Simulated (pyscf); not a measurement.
Thermochemistry of product channels of `[O]=[CH][OH]` + `[CH3][OH2+]` on the singlet surface, in kcal/mol, from CCSD(T)/def2-TZVPP + ΔMP2(QZVPP) energies (ideal gas, 1 atm, RRHO with modes under 100 cm⁻¹ raised to 100, one conformer, R ln 2 for chiral ones without a mode under 150 cm⁻¹). Structures and frequencies: ωB97X-D3(BJ)/def2-SVP in PySCF. MP2 and CC: frozen core, UHF for open shells. ΔMP2 is the change of the MP2 total energy from the triple- to the quadruple-zeta basis.

```json
[
 {"products": "`[O]=[C]=[OH+]` + `[CH4]` + `[OH2]`", "ΔE": "+24.5", "ΔH(298 K)": "+19.6", "ΔG(600 K)": "+1.7", "ΔG(1200 K)": "___"},
 {"products": "`[CH3][OH+][CH]=[O]` + `[OH2]`", "ΔE": "___", "ΔH(298 K)": "+9.2", "ΔG(600 K)": "+9.1", "ΔG(1200 K)": "+7.9"}
]
```

Task: Complete the blanks.

Result: 
- `[O]=[C]=[OH+]` + `[CH4]` + `[OH2]`, ΔG(1200 K): -16.4
- `[CH3][OH+][CH]=[O]` + `[OH2]`, ΔE: +11.0

The channel to O=C=OH⁺ + CH₄ + H₂O turns favourable between 298 and 1200 K (ΔG from +10.9 kcal/mol to -16.4 kcal/mol).

These are energies of the channels, which say nothing of barriers. H₃C–OH⁺–CH=O lies 22.5 kcal/mol over its isomer H₃C–O–CH=OH⁺ (electronic energy, ωB97M-D3(BJ)/def2-TZVP). The CCSD(T) − MP2 part came from Ansatz, without density fitting, on the same reference.
